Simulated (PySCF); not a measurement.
## How methods differ on the ionisation energy of F

F [He] 2s2 2p5 (2P) → F⁺ [He] 2s2 2p4 (3P), as a difference of total energies. Calculation: PySCF 2.14, in cc-pVDZ-DK (3s2p1d, 14 functions); scalar relativity by spin-free X2C-1e. Correlated levels: valence: 1s2 frozen. The calculations carry no spin-orbit coupling.

| method | ionisation energy (eV) |
| --- | --- |
| UHF | 15.624 |
| r2SCAN | 17.341 |
| BP86 | 17.475 |
| MP2 (valence) | 16.771 |
| SCS-MP2 (valence) | 16.730 |
| CCSD (valence) | 16.690 |
| CCSD(T) (valence) | 16.693 |

Errors of the correlated levels include the incompleteness of this basis and the frozen core.

Problem. Which method comes closest to the reference value, and which is furthest?

Solution. The reference is 17.427 eV (measured; NIST levels, between the centres of gravity of the two terms). Closest: BP86 (error 0.048 eV); furthest: UHF (error -1.803 eV).
